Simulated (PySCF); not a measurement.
Which level of theory gave which numbers?

PS4 (charge -3).
SMILES: `S=P([S-])([S-])[S-]`

The closed-shell ground state was solved 4 times with PySCF (density fitting, gas phase), always in the pcSseg-2 basis (215 functions), with these functionals: B97-2, KT3, PBE0 and wB97X-D. Isolated species at its PBE0-D3(BJ)/def2-TZVP geometry, gas phase. Whether so highly charged an anion holds all its electrons in the gas phase wasn't checked; a finite basis holds them in any case. No counter-ion or solvent screens the charge of this multiply charged ion. Where the HOMO energy is positive, the finite basis confines the outermost electrons. No diffuse functions stand in pcSseg-2, which bears on an anion's orbital energies.

```
row  total energy (Eh)  HOMO (eV)  LUMO (eV)
  P         -1934.2032       7.25      11.91
  Q         -1933.4050       7.01      11.94
  R         -1947.9477       8.17      11.21
  S         -1934.0687       5.21      13.55
```

Problem. Which functional belongs to which row?

Solution. P = B97-2, Q = PBE0, R = KT3, S = wB97X-D. By rising HOMO–LUMO gap: KT3 (GGA) 3.04 eV; B97-2 (global hybrid, 21 % exact exchange) 4.66 eV; PBE0 (global hybrid, 25 % exact exchange) 4.93 eV; wB97X-D (range-separated hybrid) 8.34 eV. Total energies of different functionals aren't bounds to one another; each is stationary for its own functional.

The pairwise dispersion term of wB97X-D wasn't added to the energies; at a given geometry it leaves orbitals and properties as they are.
